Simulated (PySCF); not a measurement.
**Shieldings and the share of exact exchange**

Molecule: `FC(F)Cl`, CHClF2.

Numbering as in the mapped SMILES `[F:1][CH:2]([F:3])[Cl:4]`. Each H is labelled by its parent atom.

GIAO shieldings (ppm, equivalent atoms averaged) in PySCF on the PBE0-D3(BJ)/def2-SVP geometry, basis pcSseg-2, gas phase, non-relativistic:

```tsv
functional	exact exchange (%)	σ(F1/F3)	σ(C2)	σ(Cl4)
BLYP	0	230.8	39.7	573.8
BP86	0	234.4	45.1	595.7
PBE	0	232.5	45.1	597.8
B3LYP	20	249.5	48.5	599.6
mPW1PW91	25	256.6	54.8	626.8
BHandHLYP	50	272.0	60.9	633.5
HF	100	302.4	81.1	692.2
```

Task: Fit each shielding as a line in the percentage of exact exchange.

Result: σ(F1/F3) = 234.4 + 0.71 x (rms 2.7 ppm); σ(C2) = 43.1 + 0.38 x (rms 2.1 ppm); σ(Cl4) = 588.7 + 1.02 x (rms 9.6 ppm). The functionals also differ in their semilocal parts, which the line can't hold; Hartree–Fock has no correlation at all.

Task: What does the line predict for PBE0 (25 %), and what does the run give?

Result: σ(F1/F3): 252.2 predicted, 255.5 computed; σ(C2): 52.6 predicted, 55.6 computed; σ(Cl4): 614.2 predicted, 629.1 computed ppm.
